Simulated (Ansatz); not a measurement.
**P2, triplet: reading a ladder of total energies**

Geometry: a PBE0/def2-TZVP stationary point for this spin. The singlet lies 2.1 eV lower here.

```xyz
2

P     0.0000    0.0000    0.0000
P     0.0000    0.0000    2.0558
```

Basis 6-31G; Ansatz 0.2.0. Only valence electrons are correlated (noble-gas cores frozen), which leaves 10 electrons in 16 orbitals. R marks a restricted (for open shells ROHF) determinant.

Full CI is exact within this basis and frozen core; it isn't the basis-set limit.

The determinant fills πx and πy unequally, so it is a mixture of Σ and Δ, which weighs on every level built on one determinant.

Runs differ by some tens of microhartree through their thresholds and, for an open shell, their frozen cores, so steps under 0.03 kcal/mol mean nothing.

```json
{"level": "RHF", "total energy (hartree)": "-681.309361"}
{"level": "RMP2", "total energy (hartree)": "-681.398403"}
{"level": "RCCSD", "total energy (hartree)": "-681.421820"}
{"level": "RCCSD(T)", "total energy (hartree)": "-681.429475"}
{"level": "RCCSDT*", "total energy (hartree)": "-681.434146"}
{"level": "RCCSDT(Q)*", "total energy (hartree)": "-681.435884"}
{"level": "RCCSDTQ*", "total energy (hartree)": "-681.435113"}
{"level": "full CI", "total energy (hartree)": "-681.435162"}
```

Question: What is the correlation energy at full CI, and what share of it do RMP2 and RCCSD(T) recover?

Answer: E(corr) = -681.435162 − (-681.309361) = -0.125801 hartree = -3.423 eV. RMP2: -0.089042 / -0.125801 = 70.78 %. RCCSD(T): -0.120114 / -0.125801 = 95.48 %.

Question: By how many kcal/mol does RCCSD(T) miss full CI (1 hartree = 627.509 kcal/mol), and which steps make up the rest?

Answer: -681.429475 − (-681.435162) = 0.005687 hartree = 3.57 kcal/mol. Steps: RCCSDT − RCCSD(T) = -2.93, RCCSDT(Q) − RCCSDT = -1.09, RCCSDTQ − RCCSDT(Q) = 0.48, full CI − RCCSDTQ = -0.03 kcal/mol. With more than one leading determinant such errors change with state and geometry, and needn't cancel in differences.

An asterisk marks runs whose energy the program itself flagged as in doubt.
